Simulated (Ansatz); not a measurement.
Ansatz (a first-principles code) input (HF/STO-3G):

Ansatz 0.2 input:
```yaml
crystal:
  periodic: [false, false, false]
  atoms:
    - {symbol: C, position_ang: [-0.97165697, -0.65156654, -0.00520927]}
    - {symbol: C, position_ang: [0.00620844, 0.49447777, 0.00506174]}
    - {symbol: H, position_ang: [-0.45337239, -1.61395950, -0.01586483]}
    - {symbol: H, position_ang: [-1.61078508, -0.57064172, 0.87489567]}
    - {symbol: H, position_ang: [-1.61344761, -0.55262858, -0.88152790]}
    - {symbol: O, position_ang: [1.18378704, 0.45997030, 0.00292278]}
basis:
  gaussian:
    orbitals: STO-3G
hamiltonian:
  xc: {name: HF}
magnetization: {spin_polarized: true, initial_magnetization: 1}
relax: {f_tol: 0.003, max_steps: 120}
```

From the last part of the output:

```
integrals: 0.00 GiB planned
269 factors; integrals over basis functions are off by at most 9.8e-6 eV
mean field: 0.04 GiB planned
mean field evaluation 1: about -4088.3238 eV, gradient 1.8e1 eV
mean field evaluation 2: about -4088.4000 eV, gradient 1.8e1 eV
mean field evaluation 4: about -4090.4864 eV, gradient 1.7e0 eV
mean field evaluation 8: about -4090.5449 eV, gradient 2.8e-1 eV
mean field evaluation 16: about -4090.5797 eV, gradient 3.0e-4 eV
mean field evaluation 32: about -4076.2509 eV, gradient 2.0e1 eV
mean field -4090.57966944 eV, -150.3260301573 hartree, gradient 1.9e-5 eV, S^2 0.857809; 0 other end points of the search recorded, 0 dependent functions left out
the calculation of the forces begins
reference -4090.57966944 eV, -150.3260301573 hartree; 12, 11 occupied and 6, 7 virtual orbitals, 269 factors
relax step   1: F+E_penalty+E_count = -4090.57966944 eV  Δ(F+E_penalty+E_count) = +0.000e0 eV  max|allowed force component| = 3.678e0 eV/Å  Δτ_max = 0.0000 Å  (100 SCF iters, accepted)
these checks for a lower state are left out or cut short: starts, cluster_reference, orbital_swaps, neighbouring_geometries, increment
integrals: 0.00 GiB planned
269 factors; integrals over basis functions are off by at most 9.8e-6 eV
mean field: 0.04 GiB planned
mean field evaluation 64: about -4090.5531 eV, gradient 1.0e0 eV
mean field -4090.69138374 eV, -150.3301355822 hartree, gradient 1.6e-5 eV, S^2 1.002591; 0 other end points of the search recorded, 0 dependent functions left out
the calculation of the forces begins
reference -4090.69138374 eV, -150.3301355822 hartree; 12, 11 occupied and 6, 7 virtual orbitals, 269 factors
relax step   2: F+E_penalty+E_count = -4090.69138374 eV  Δ(F+E_penalty+E_count) = -1.117e-1 eV  max|allowed force component| = 1.581e0 eV/Å  Δτ_max = 0.0503 Å  (43 SCF iters, accepted)
these checks for a lower state are left out or cut short: starts, cluster_reference, orbital_swaps, neighbouring_geometries, increment
integrals: 0.00 GiB planned
269 factors; integrals over basis functions are off by at most 9.9e-6 eV
mean field: 0.04 GiB planned
mean field -4090.71669819 eV, -150.3310658709 hartree, gradient 1.0e-5 eV, S^2 1.105870; 0 other end points of the search recorded, 0 dependent functions left out
the calculation of the forces begins
reference -4090.71669819 eV, -150.3310658709 hartree; 12, 11 occupied and 6, 7 virtual orbitals, 269 factors
relax step   3: F+E_penalty+E_count = -4090.71669819 eV  Δ(F+E_penalty+E_count) = -2.531e-2 eV  max|allowed force component| = 3.565e-1 eV/Å  Δτ_max = 0.0173 Å  (44 SCF iters, accepted)
these checks for a lower state are left out or cut short: starts, cluster_reference, orbital_swaps, neighbouring_geometries, increment
integrals: 0.00 GiB planned
269 factors; integrals over basis functions are off by at most 9.9e-6 eV
mean field: 0.04 GiB planned
mean field -4090.71822537 eV, -150.3311219941 hartree, gradient 1.2e-5 eV, S^2 1.131373; 0 other end points of the search recorded, 0 dependent functions left out
the calculation of the forces begins
reference -4090.71822537 eV, -150.3311219941 hartree; 12, 11 occupied and 6, 7 virtual orbitals, 269 factors
relax step   4: F+E_penalty+E_count = -4090.71822537 eV  Δ(F+E_penalty+E_count) = -1.527e-3 eV  max|allowed force component| = 3.755e-2 eV/Å  Δτ_max = 0.0059 Å  (38 SCF iters, accepted)
these checks for a lower state are left out or cut short: starts, cluster_reference, orbital_swaps, neighbouring_geometries, increment
integrals: 0.00 GiB planned
269 factors; integrals over basis functions are off by at most 9.9e-6 eV
mean field: 0.04 GiB planned
mean field evaluation 96: about -4090.7182 eV, gradient 1.4e-5 eV
mean field -4090.71824978 eV, -150.3311228911 hartree, gradient 1.4e-5 eV, S^2 1.133127; 0 other end points of the search recorded, 0 dependent functions left out
the calculation of the forces begins
reference -4090.71824978 eV, -150.3311228911 hartree; 12, 11 occupied and 6, 7 virtual orbitals, 269 factors
relax step   5: F+E_penalty+E_count = -4090.71824978 eV  Δ(F+E_penalty+E_count) = -2.441e-5 eV  max|allowed force component| = 3.508e-3 eV/Å  Δτ_max = 0.0011 Å  (40 SCF iters, accepted)
these checks for a lower state are left out or cut short: starts, cluster_reference, orbital_swaps, neighbouring_geometries, increment
integrals: 0.00 GiB planned
269 factors; integrals over basis functions are off by at most 9.9e-6 eV
mean field: 0.04 GiB planned
mean field -4090.71825014 eV, -150.3311229041 hartree, gradient 1.4e-5 eV, S^2 1.133013; 0 other end points of the search recorded, 0 dependent functions left out
the calculation of the forces begins
reference -4090.71825014 eV, -150.3311229041 hartree; 12, 11 occupied and 6, 7 virtual orbitals, 269 factors
relax step   6: F+E_penalty+E_count = -4090.71825014 eV  Δ(F+E_penalty+E_count) = -3.517e-7 eV  max|allowed force component| = 5.121e-4 eV/Å  Δτ_max = 0.0002 Å  (39 SCF iters, accepted)
integrals: 0.00 GiB planned
269 factors; integrals over basis functions are off by at most 9.9e-6 eV
mean field: 0.04 GiB planned
mean field evaluation 128: about -4090.2226 eV, gradient 1.4e0 eV
mean field -4090.71825014 eV, -150.3311229041 hartree, gradient 1.4e-5 eV, S^2 1.133013; 1 other end points of the search recorded, 0 dependent functions left out
the calculation of the forces begins
reference -4090.71825014 eV, -150.3311229041 hartree; 12, 11 occupied and 6, 7 virtual orbitals, 269 factors
Total energy: -4090.71825014 eV, -150.3311229041 hartree
Atom 0 at    -0.992008    -0.644925    -0.005110 Å, force     0.000257    -0.000371    -0.000004 eV/Å
Atom 1 at     0.006678     0.517846     0.005301 Å, force     0.000031     0.000512     0.000005 eV/Å
Atom 2 at    -0.471746    -1.600125    -0.015695 Å, force    -0.000179    -0.000239    -0.000002 eV/Å
Atom 3 at    -1.625264    -0.598542     0.877108 Å, force     0.000143     0.000143     0.000047 eV/Å
Atom 4 at    -1.627934    -0.580478    -0.884268 Å, force     0.000143     0.000144    -0.000045 eV/Å
Atom 5 at     1.251008     0.471875     0.002943 Å, force    -0.000396    -0.000191    -0.000001 eV/Å
Dipole moment:    -0.293193    -0.121450    -0.000801 e Å
```

The geometry given is a B3LYP-D3(BJ)/def2-TZVP minimum.

The determinant is spin-contaminated: <S^2> is 1.13 against 0.75 for a pure state.
